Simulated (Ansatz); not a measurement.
# Scan of [H···H···O], triplet

Starting geometry:

```yaml
atoms:
  - { symbol: H, position_ang: [0.0000, 0.0000, -0.9937] }
  - { symbol: H, position_ang: [0.0000, 0.0000, -0.2487] }
  - { symbol: O, position_ang: [0.0000, 0.0000, 1.2423] }
```

From there H2 is moved from one fragment to the other while all else, the fragments' distance too, stays fixed; atoms are numbered as listed. Energies are in kcal/mol, counted from the starting geometry at the same level. Kohn–Sham curves are unrestricted where that lies lower.

Basis cc-pVTZ; Ansatz 0.2.0. Correlated methods freeze the noble-gas cores. Prefix R: restricted or restricted open-shell reference; prefix U: unrestricted.

Full CI isn't at hand for all of this; UCCSDT(Q) serves as the reference, and is uncertain by about the last step of the cluster series.

| distance H1-H2 (Å) | UCCSDT(Q) | PBE | r2SCAN | PBE0 | CAM-B3LYP | wB97M-V | B2PLYP | RPA-PBE |
| --- | --- | --- | --- | --- | --- | --- | --- | --- |
| 0.693 | 0.6 | 2.5 | 1.9 | 1.6 | 1.5 | 1.0 | 0.9 | 0.9 |
| 0.745 | 0.0 | 0.0 | 0.0 | 0.0 | 0.0 | 0.0 | 0.0 | 0.0 |
| 0.817 | 2.0 | -0.9 | -0.1 | 0.4 | 0.6 | 1.3 | 1.4 | 1.3 |
| 0.888 | 5.0 | -0.5 | 0.8 | 2.0 | 2.4 | 3.7 | 3.8 | 3.6 |
| 0.960 | 7.1 | -0.1 | 1.3 | 3.2 | 3.8 | 5.6 | 5.4 | 5.4 |
| 1.031 | 7.1 | -0.6 | 0.6 | 2.9 | 3.7 | 5.7 | 5.1 | 5.7 |
| 1.103 | 5.0 | -1.9 | -1.2 | 1.2 | 2.0 | 4.1 | 3.1 | 4.4 |
| 1.174 | 2.0 | -3.2 | -3.1 | -1.1 | -0.1 | 1.7 | 0.5 | 2.3 |
| 1.246 | 0.2 | -3.1 | -3.5 | -2.2 | -1.0 | 0.6 | -0.9 | 1.2 |

Q: Judged by the spread of the error over the points with a reference (largest less smallest), which of these follows UCCSDT(Q) best and which worst?

A: Subtracting the UCCSDT(Q) column from each: best wB97M-V (errors from -1.5 to 0.4, spread 2.0 kcal/mol), worst PBE (from -7.7 to 2.0, spread 9.7 kcal/mol). Functionals and wave-function methods converge differently with the basis, so part of this is basis effect.
